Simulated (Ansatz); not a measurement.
The inner images of a band of AlBH₅Si (8 atoms, charge 0, multiplicity 2) are given out of order.

All numbers below come from UKS BHLYP-D4/def2-SVP in Ansatz.

First end point:

```xyz
8
Properties=species:S:1:pos:R:3
B -1.891 0.632 -1.339
Al -0.007 0.908 -0.632
Si 0.870 -0.762 0.939
H -2.999 0.438 -1.728
H 0.820 2.166 -1.103
H 1.192 -0.143 2.253
H 2.120 -1.381 0.423
H -0.104 -1.857 1.187
```

Last end point:

```xyz
8
Properties=species:S:1:pos:R:3
B -1.322 1.442 -1.498
Al -0.047 0.073 -0.715
Si 1.025 -1.091 1.159
H -2.452 1.131 -1.763
H -0.922 2.517 -1.855
H 1.195 -0.212 2.344
H 2.357 -1.621 0.779
H 0.165 -2.239 1.548
```

Q: Put them in order from the first end to the last, with their energies above the first end.
A.
```xyz
8
Properties=species:S:1:pos:R:3
B -2.000 0.750 -1.330
Al -0.089 0.734 -0.644
Si 0.910 -0.811 0.982
H -3.100 0.823 -1.779
H 0.794 1.890 -1.262
H 1.026 -0.149 2.310
H 2.289 -1.153 0.544
H 0.170 -2.083 1.180
```
B.
```xyz
8
Properties=species:S:1:pos:R:3
B -1.371 1.395 -1.578
Al -0.381 0.206 -0.310
Si 1.023 -1.077 1.224
H -2.530 1.281 -1.860
H -0.713 2.264 -2.085
H 1.222 -0.373 2.514
H 2.353 -1.300 0.602
H 0.397 -2.395 1.493
```
C.
```xyz
8
Properties=species:S:1:pos:R:3
B -1.529 1.228 -1.517
Al -0.613 0.099 -0.237
Si 1.045 -0.974 1.166
H -2.531 1.546 -2.080
H -0.439 1.780 -1.724
H 1.239 -0.225 2.429
H 2.352 -1.146 0.489
H 0.476 -2.309 1.475
```
D.
```xyz
8
Properties=species:S:1:pos:R:3
B -2.062 0.832 -1.367
Al -0.254 0.530 -0.542
Si 0.972 -0.870 1.053
H -2.968 1.249 -2.015
H 0.480 1.702 -1.321
H 1.122 -0.155 2.349
H 2.340 -1.090 0.512
H 0.371 -2.198 1.331
```
E.
```xyz
8
Properties=species:S:1:pos:R:3
B -1.960 0.923 -1.387
Al -0.383 0.352 -0.418
Si 1.035 -0.900 1.105
H -2.657 1.526 -2.139
H -0.037 1.588 -1.445
H 1.192 -0.160 2.381
H 2.376 -1.105 0.508
H 0.433 -2.224 1.395
```

A: A (+0.03 eV), D (+0.19 eV), E (+0.43 eV), C (-0.49 eV), B (-0.68 eV).

Time of the run: 99 s on 2 threads of Intel(R) Xeon(R) Platinum 8488C (Sapphire Rapids), with other jobs on the host, peak memory 0.21 GiB.
